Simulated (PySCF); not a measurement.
# C4H5F: the cost of one run

Programs: PySCF 2.14.0, with density-fitted response routines of our own. Each step states its level of theory. These are calculated values for one molecule in the gas phase, unless marked as measured. Atoms count from 0, in the outputs and in this text.

### Step 1. The starting structure

10 atoms, charge 0, multiplicity 1; geometry from: GFN2-xTB. The atoms were then displaced at random by about 0.01 Å, so the start is not that level's minimum.

Bonds of the start (Å): C0–C1 1.49, C1–C2 1.52, C2–C3 1.29, C3–F4 1.31, C3–C1 1.51, C0–H5 1.13, C0–H6 1.07, C0–H7 1.09, C1–H8 1.11, C2–H9 1.06.

### Step 2. Optimising the geometry at PBE0-D3(BJ)/def2-SVP

Job settings and geometry (Å):

```
{"job": {"xc": "PBE0", "basis": "def2-SVP", "d3": "d3bj", "grid": 1, "shake": 0.01, "kind": "geom"}, "charge": 0, "multiplicity": 1}
C     -1.254660    -0.021740    -0.204650
C      0.039090     0.034460     0.528370
C      1.258630     0.677810    -0.110580
C      1.288190    -0.610400    -0.031800
F      1.839480    -1.777570    -0.273510
H     -1.857930     0.905180     0.002910
H     -1.850820    -0.862900     0.099240
H     -1.093850    -0.047880    -1.287160
H     -0.069120     0.098740     1.631030
H      1.751430     1.583360    -0.374920
```

Launch:

```console
$ OMP_NUM_THREADS=1 python probes_run.py task.json out
```

The driver reads the jobs from task.json and runs them one after another.

Q: Estimate the wall time and peak memory of this first job on 1 thread of Arm Neoverse V2, shared host.

About 22 s, with a peak of 0.4 GiB.
